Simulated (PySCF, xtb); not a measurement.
Homolysis of single bonds, series Si Cl-OH. Gas-phase values, no solvent. One relaxed conformer stands for each flexible species; it need not be the lowest. Strings in code marks are SMILES.

Quantity: homolytic bond dissociation enthalpy at 298 K (no spin–orbit term), in eV. Enthalpy corrections at 298 K come from GFN2-xTB frequencies (xtb).

Level 1: PBE-D3(BJ)/def2-TZVP // M06-2X/def2-TZVP (PySCF)
Level 2: B3LYP/3-21G // M06-2X/def2-TZVP (PySCF)
Level 3: BP86/6-31G* // M06-2X/def2-TZVP (PySCF)
Level 4: PBE/6-31G* // M06-2X/def2-TZVP (PySCF)

| species | level 1 | level 2 | level 3 | level 4 |
|---|---|---|---|---|
| Si–Cl bond of `O[Si](Cl)(Cl)Cl`, giving `O[Si](Cl)Cl` (H–O–Si–Cl torsion 155°) and `[Cl]` | 4.76 | 3.55 | 4.49 | … |
| O–Si bond of `O[Si](O)(Cl)Cl` (H–O–Si–Cl torsion 59°, Cl–Si–O–H torsion -59°), giving `O[Si](Cl)Cl` (H–O–Si–Cl torsion 155°) and `[OH]` | 5.53 | 5.05 | 5.35 | 5.41 |
| O–Si bond of `O[Si](Cl)(Cl)Cl`, giving `Cl[Si](Cl)Cl` and `[OH]` | 5.40 | 4.95 | 5.24 | … |
| O–Si bond of `O[Si](O)(O)Cl`, giving `O[Si](O)Cl` (H–O–Si–Cl torsion 103°, Cl–Si–O–H torsion 43°) and `[OH]` | 5.65 | … | 5.50 | … |
| O–Si bond of `O[Si](O)(O)O`, giving `O[Si](O)O` and `[OH]` | 5.77 | 5.65 | 5.67 | … |

**Question.** Some entries are withheld; supply them.

**Answer.** 
- Si–Cl bond of `O[Si](Cl)(Cl)Cl`, giving `O[Si](Cl)Cl` (H–O–Si–Cl torsion 155°) and `[Cl]`, level 4: 4.57
- O–Si bond of `O[Si](Cl)(Cl)Cl`, giving `Cl[Si](Cl)Cl` and `[OH]`, level 4: 5.31
- O–Si bond of `O[Si](O)(O)Cl`, giving `O[Si](O)Cl` (H–O–Si–Cl torsion 103°, Cl–Si–O–H torsion 43°) and `[OH]`, level 2: 5.30
- O–Si bond of `O[Si](O)(O)Cl`, giving `O[Si](O)Cl` (H–O–Si–Cl torsion 103°, Cl–Si–O–H torsion 43°) and `[OH]`, level 4: 5.56
- O–Si bond of `O[Si](O)(O)O`, giving `O[Si](O)O` and `[OH]`, level 4: 5.72
